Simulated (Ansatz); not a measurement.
A made-up structure of CH3AlN, doublet:

| atom | x (Å) | y (Å) | z (Å) |
| --- | --- | --- | --- |
| N1 | -0.2252 | -0.6267 | 0.1092 |
| C2 | -0.6055 | -1.7554 | 0.2909 |
| Al3 | 0.2072 | 1.2183 | -0.0621 |
| H4 | -0.1243 | -2.6250 | -0.0778 |
| H5 | -0.3953 | 1.9513 | -1.3216 |
| H6 | 1.1607 | 1.8057 | 1.0479 |

It is relaxed with PBE-D4/def2-SVP and then PBE0-D4/def2-TZVP (Ansatz 0.2.0). Atoms count as bonded within 1.22 times the sum of their covalent radii (H–H: 0.88 Å). The end point is not checked to be a true minimum.

Task: Does its bonding change? (Judge from chemistry; the calculation decides.)

Result: By the calculation: No: no bond forms or breaks.

Where it ends: The first stage lowers the energy by 0.16 eV in 6 steps. It ends as CH₃AlN ([CH][N][AlH2]):
```tsv
atom	x (Å)	y (Å)	z (Å)
N1	-0.1975	-0.5594	0.0946
C2	-0.5731	-1.6889	0.2739
Al3	0.2032	1.1702	-0.0624
H4	-0.1455	-2.6458	-0.0652
H5	-0.4096	1.9187	-1.3062
H6	1.1402	1.7734	1.0518
```

Labels in which every atom is bracketed show which atoms are joined, not bond orders.

For scale, one of the runs: PBE0-D4/def2-TZVP relaxation, 117 basis functions, launched by `ansatz run in.yaml --threads 2 --pin off --events-out ev --progress --plain --max-ram 4352MiB`. Hardware: 2 CPU threads of an Arm Neoverse V2, shared host. Wall time about 18 s.
